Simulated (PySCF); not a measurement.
These are PySCF with ωB97X-D3(BJ)/def2-TZVP // PBE0-D3(BJ)/def2-TZVP values and carry that method's errors. Gas-phase values, no solvent. Delta-SCF ions had no search for a lower state. 

Reference species (SMILES): `O[SiH3]` (neutral, multiplicity 1).

```
Property                                  Result
--------------------------------------  --------
vertical ionisation energy (Delta-SCF)  11.58 eV
HOMO–LUMO gap                           13.28 eV
```

Changed species: `[SiH4]` (4 of 4 OH replaced by H; the reference has 3 of 4 OH replaced by H).

Give the shifts of the vertical ionisation energy (Delta-SCF) and HOMO–LUMO gap.

the vertical ionisation energy (Delta-SCF) goes up by 1.27 eV, to 12.85 eV; the HOMO–LUMO gap increases by 2.18 eV, to 15.46 eV.
